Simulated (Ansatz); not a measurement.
Two structures of AlH5S, closed shell, reached by relaxing down either side of one saddle point (PBE0-D4/def2-TZVP). Energies are electronic, without zero-point energy. Program: Ansatz 0.2.0. Basis: def2-TZVPP and def2-QZVPP. Cores are frozen in the correlated methods. Extrapolation: Hartree–Fock as exp(−7.88 √X), correlation as X^−2.97. First:

```
7
angstrom
Al -0.5113 0.3714 -0.4293
S 1.5821 0.4277 -1.0756
H -1.4980 -0.4732 -1.3268
H -0.9687 1.2886 0.7744
H 0.0535 -1.5089 0.9146
H -0.6141 -1.3706 1.2359
H 1.9565 1.2649 -0.0933
```

Second:

```
7
angstrom
Al -1.0857 0.0721 0.0866
S 1.3487 0.2599 -0.5949
H -1.5759 -0.5853 -1.2821
H -1.2990 1.6364 0.3168
H 1.6644 -1.0439 -0.5101
H -0.9103 -0.8693 1.3641
H 1.8579 0.5301 0.6195
```

Task: Which bonds change from the first to the second?

Result: AlH₃S ([AlH2][SH]) + H₂ → AlH₃ + H₂S (still joined by a long Al–S bond); bonds formed: Al1–H6, S2–H5; bonds broken: H5–H6; bonds weakened to dative contacts: Al1–S2.

Task: Give the saddle point's structure and its height above each. (Judge from chemistry; the value comes from the calculation.)

Result: The calculation gives: 115.1 kJ/mol above the first and 60.1 kJ/mol above the second (CCSD(T) at an estimated basis limit (MP2 extrapolated from triple and quadruple zeta, plus CCSD(T) − MP2 in triple zeta)).
Al1  (-0.864, 0.129, -0.119)
S2  (1.486, -0.010, -0.723)
H3  (-1.685, -0.493, -1.316)
H4  (-1.136, 1.473, 0.667)
H5  (0.670, -0.846, 0.329)
H6  (-0.333, -1.101, 0.922)
H7  (1.863, 0.848, 0.241)
(Å)

T1 diagnostic: at most 0.012.

Labels in which every atom is bracketed show which atoms are joined, not bond orders.

For scale, one of the runs: CCSD(T)/def2-TZVPP, 154 basis functions, launched by `ansatz run in.yaml --threads 2 --pin off --events-out ev --progress --plain --max-ram 4352MiB`. Time: 8.5 s of wall clock on 2 CPU threads of an Arm Neoverse V2; the host was shared. Peak host memory: 0.91 GiB.
